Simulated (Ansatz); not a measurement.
Total energies of the cluster B2C⁻ (the lowest doublet isomer of a short search) from Ansatz at PBE-D4/def2-TZVPD, gas phase (1 Eh = 27.2114 eV = 2625.5 kJ/mol). The reference geometry is relaxed at PBE0-D4/def2-TZVPD.

```xyz
3

B    -0.1910   -0.9245   -0.0933
B    -0.2164    0.6647    0.6413
C     0.4074    0.2598   -0.5480
```

| state | geometry | energy (Eh) |
| --- | --- | --- |
| charge -1 doublet | reference | -87.54142 |
| charge 0 triplet | reference | -87.44525 |
| charge -1 quartet | relaxed at PBE0-D4/def2-TZVPD | -87.48253 |

(1) Work out the vertical ionisation energy to the triplet.

(2) Which of the charge -1 states is lowest, and how far above it are the others?

(1) E(charge 0 triplet) − E(charge -1 doublet) = -87.44525 − (-87.54142) = 0.09617 Eh = 2.62 eV. For comparison, −ε of the highest occupied level of the spin that leaves is -0.05 eV at this level, 2.67 eV less.

(2) The doublet. quartet: -87.48253 − (-87.54142) = 0.05889 Eh = 154.6 kJ/mol.

At PBE-D4/def2-TZVPD the highest occupied level of the charge -1 doublet lies above zero (up to 0.73 eV). By energy differences its removal costs 2.29 eV (vertical, to the charge 0 singlet, at PBE-D4/def2-TZVPD); a positive level beside a positive removal energy at the same level points to self-interaction error. At PBE-D4/def2-TZVPD the highest occupied level of the charge -1 quartet lies above zero (up to 1.76 eV). It is a level of α spin, whose loss leaves a triplet; that state wasn't run at this geometry and level. The electron is either unbound and held by the finite basis, or the level is raised by self-interaction error. 

The structure comes from a short search, and lower isomers may exist.
